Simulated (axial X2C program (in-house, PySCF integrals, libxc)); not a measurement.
# Nuclear properties of SiO⁻

Calculated with an axial X2C code built on PySCF integrals: two-component X2C with atomic mean-field Coulomb and Gaunt terms, Gaussian nuclei, basis Si dyall-av3z, O dyall-av3z with contracted cores.

R = 1.560 Å (near the PBE0 minimum at charge -1 of the determinant lowest at the starting distance; the state shown can have its own minimum elsewhere).

Determinant lowest in the PBE0 search, Ω = 1/2 (⟨Sz⟩ = -0.50, ⟨Lz⟩ = 1.00 at PBE0), spin on the atoms Si -0.50, O 0.00:

```tsv
level	Eeff magnitude (GV/cm)	Ws magnitude Si (kHz)	A∥/gI Si (MHz)	qzz Si (a.u.)	A∥/gI O (MHz)	qzz O (a.u.)
PBE0	0.01	0.0081	283	-1.44	165	-0.29
HF	0.0213	0.0171	320	-1.72	124	-0.27
r2SCAN	0.0109	0.00904	257	-1.40	150	-0.34
B3LYP	0.00496	0.00411	245	-1.46	159	-0.32
LDA	0.00381	0.00282	242	-1.38	172	-0.32
```

Determinant 0.01 eV from it at PBE0 and this distance, Ω = 3/2 (⟨Sz⟩ = 0.50, ⟨Lz⟩ = 1.00 at PBE0), spin on the atoms Si 0.50, O 0.00:

| level | Eeff magnitude (GV/cm) | Ws magnitude Si (kHz) | A∥/gI Si (MHz) | qzz Si (a.u.) | A∥/gI O (MHz) | qzz O (a.u.) |
| --- | --- | --- | --- | --- | --- | --- |
| PBE0 | 0.0101 | 0.00273 | 20.3 | -1.44 | 46.8 | -0.29 |
| HF | 0.0221 | 0.00589 | 4.89 | -1.73 | 58.3 | -0.27 |
| r2SCAN | 0.011 | 0.00305 | 19.7 | -1.40 | 44.1 | -0.34 |
| B3LYP | 0.00498 | 0.00138 | 32.6 | -1.47 | 43.1 | -0.32 |
| LDA | 0.00386 | 0.00096 | 31.1 | -1.39 | 38.7 | -0.32 |

Eeff is the effective electric field on the electron electric dipole moment in this Ω state and Ws the scalar–pseudoscalar constant of the nucleus named (defined with the proton number Z and per Ω); A∥ (defined per Ω) follows by multiplying with gI = μI/(I μN); qzz is the electric field gradient, eQq0 = 234.96 MHz × Q/barn × qzz. The operators were transformed with the bare-nucleus X2C matrices; with these basis sets, hyperfine constants and field gradients can be off by tens of per cent, and where levels differ in sign neither size nor sign is settled.

Q: With gI(29Si) = -1.1106, gI(17O) = -0.7575, Q(17O) = -0.02558 barn (g factors from the IAEA table of nuclear moments by Stone; Q from Pyykkö, Mol. Phys. 2018), turn the PBE0 values of the first state into constants in MHz.

A: A∥(29Si) = 283 × -1.1106 = -314 MHz; A∥(17O) = 165 × -0.7575 = -125 MHz; eQq0(17O) = 234.96 × (-0.02558) × (-0.29) = 1.74 MHz.

Each state is one determinant with collinear spin. Unrestricted Hartree–Fock can overshoot spin polarisation at the nuclei. For an anion, determinants above electron detachment, or with a positive highest level, are held by the basis set. Where Eeff spreads by more than a factor of two the levels disagree and none is to be relied on. The search compared states at one distance, so a state with another bond length can lie lower. PBE0 term energies can be off by some tenths of an eV.
